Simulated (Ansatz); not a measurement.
## Relaxing Be5Pd

Theory: Ansatz, DFT r2SCAN, scalar-relativistic, plane waves, PAW.

The start is a database structure of Be5Pd, space group F-43m (No. 216).

Input of the last, converged step (default PAW datasets):

```yaml
crystal:
  lattice:
    - [0.0, 2.9879166363, 2.9879166363]
    - [2.9879166363, 0.0, 2.9879166363]
    - [2.9879166363, 2.9879166363, 0.0]
  atoms:
    - { symbol: Be, position: [0.25, 0.25, 0.25] }
    - { symbol: Be, position: [0.62461445, 0.62461445, 0.62461445] }
    - { symbol: Be, position: [0.12615665, 0.62461445, 0.62461445] }
    - { symbol: Be, position: [0.62461445, 0.12615665, 0.62461445] }
    - { symbol: Be, position: [0.62461445, 0.62461445, 0.12615665] }
    - { symbol: Pd, position: [0.0, 0.0, 0.0] }
basis:
  ecutwfc: 500
kpoints:
  mp_grid: { grid: [12, 12, 12] }
hamiltonian:
  xc: r2scan
scf:
  occupations: { method: gaussian, width: 0.1 }
output:
  forces: true
  stress: true
  eigenvalues: true
relax:
  adjacent_minimum: "off"
  f_tol: 0.01
  max_steps: 80
  cell: { stress_tol: 0.05 }
```

Launched as:

```bash
ansatz run input.yaml --threads 1 --pin off --max-ram 2560MiB --backend cpu --events-out ev --progress --plain --runs-dir out
```

Time: 72 s on 1 thread of Arm Neoverse V1, on a shared host, peak memory 0.53 GiB.

End of the output:

```
SCF converged after 4 iterations
Free energy (F): -7454.338656 eV
Harris-Foulkes:  -7454.338656 eV  (|F-HF|=0.00e0)
Internal energy: -7454.335054 eV  (E = F + TS)
E sigma→0 (E₀):  -7454.336855 eV
Entropy (-TS):   -0.003601 eV (-0.600 meV/atom)
Fermi energy:    11.555329 eV
--- Per-component energies (eV) ---
  E_band       = -266.924769
  E_kinetic    = 617.099074
  E_local      = -2855.878605  (includes V_loc(G=0)·N_el)
  E_nonlocal   = 234.895614
  E_hartree    = 1206.626746
  E_xc         = -256.724812
  E_vxc        = -347.970031  (∫ρ·V_xc dr)
  E_paw        = -4074.340746  (= ΣΔE_a)
  E_vpaw       = -350.887653  (= ΣTr[D̂ρ^β])
  E_aug_tail   = 0.000119  (compensation charges beyond the density's cutoff)
  E_vtau       = 22.563344  (kinetic-family band-sum trace: ∫τ·v_τ [+ j·A + Jᵃ·Aᵃ] dr)
  E_ewald      = -2325.500223
  E_core_change = -0.512222  (= ΣΔE_core)
  E_smearing   = -0.003601  (= −TS)
  E_closure    = 0.000000  (closes the sum)
  Σ components = -7454.338656   (vs F -7454.338656, Δ=0.00e0)
--- Forces (eV/Å), atoms counted from 1 ---
  atom   1  Be     0.00000000     0.00000000     0.00000000
  atom   2  Be    -0.00007133    -0.00007133    -0.00007133
  atom   3  Be    -0.00007133     0.00007133     0.00007133
  atom   4  Be     0.00007133    -0.00007133     0.00007133
  atom   5  Be     0.00007133     0.00007133    -0.00007133
  atom   6  Pd     0.00000000     0.00000000     0.00000000
  max |Σ_I F_I| component: 2.77e-17 eV/Å
--- Stress (GPa, compression-positive) ---
       -0.000651       0.000000       0.000000
        0.000000      -0.000651       0.000000
        0.000000       0.000000      -0.000651
  P = ⅓ Tr σ = -0.0007 GPa (-0.007 kbar)
--- Relaxed structure (3 steps of the walk, 3 accepted, 1 SCFs on fresh bases) ---
  F+E_penalty+E_count = -7454.33865558 eV   max|allowed force component| = 7.133e-5 eV/Å   (the final SCF, on the basis selected at the relaxed cell)
  cell:  # Å, volume = 53.3226 Å³
    - [0.000000, 2.987403, 2.987403]
    - [2.987403, 0.000000, 2.987403]
    - [2.987403, 2.987403, 0.000000]
  atoms:
    - { symbol: Be, position: [0.250000, 0.250000, 0.250000] }
    - { symbol: Be, position: [0.624834, 0.624834, 0.624834] }
    - { symbol: Be, position: [0.125498, 0.624834, 0.624834] }
    - { symbol: Be, position: [0.624834, 0.125498, 0.624834] }
    - { symbol: Be, position: [0.624834, 0.624834, 0.125498] }
    - { symbol: Pd, position: [0.000000, 0.000000, 0.000000] }
```

Total energies depend on the potentials used, so only differences within one code and one set of settings carry meaning.

The result has space group F-43m (No. 216). Be on Wyckoff site c (1 atom of the primitive cell) is coordinated by 12 Be at 2.48 Å and 4 Pd at 2.59 Å; around Be on Wyckoff site e (4 atoms of the primitive cell) lie 6 Be at 2.11–2.12 Å, 3 Be at 2.48 Å and 3 Pd at 2.48 Å; around Pd lie 16 Be at 2.48–2.59 Å.

Against the elements it lies at -0.32 eV/atom. Energies over the elements count from the elements' standard structures at the same level, with no empirical corrections.

For metals, differences of a few meV/atom aren't resolved.

A structure relaxed within its symmetry needn't be a true minimum.